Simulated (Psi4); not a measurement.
Process, species as SMILES: FOF + H+ → F[OH+]F
B3LYP-D3(BJ)/def2-TZVP geometries, fixed; electronic energies without zero-point terms; positive where energy is released.

Basis-set convergence of the proton affinity at HF with Psi4. Cartesian d functions, on some or all atoms, in 6-31+G*; all else is spherical. Density fitting with the program's default auxiliary sets. Psi4's default fitting sets serve the pcseg sets less well. The proton sits at the site shown, which need not be the one that binds it best. No added dispersion term, no relativity. Functions are those of the species that has most. Reference: the value in aug-cc-pVQZ, 114.84 kcal/mol, itself unsure by roughly 0.09 kcal/mol (its mean distance from def2-QZVPPD, def2-QZVPP, cc-pVQZ).

```csv
basis,functions,proton affinity (kcal/mol)
3-21G,29,…
pcseg-0,29,…
cc-pVDZ,47,109.94
def2-SVP,47,109.71
6-31+G*,59,…
def2-SVPD,77,…
aug-pcseg-1,78,111.30
cc-pVTZ,104,114.45
aug-cc-pVQZ,286,114.84
```

### Question
What belongs in the gaps?

### Answer

- 3-21G, proton affinity (kcal/mol): 102.88
- pcseg-0, proton affinity (kcal/mol): 88.82
- 6-31+G*, proton affinity (kcal/mol): 107.14
- def2-SVPD, proton affinity (kcal/mol): 111.07
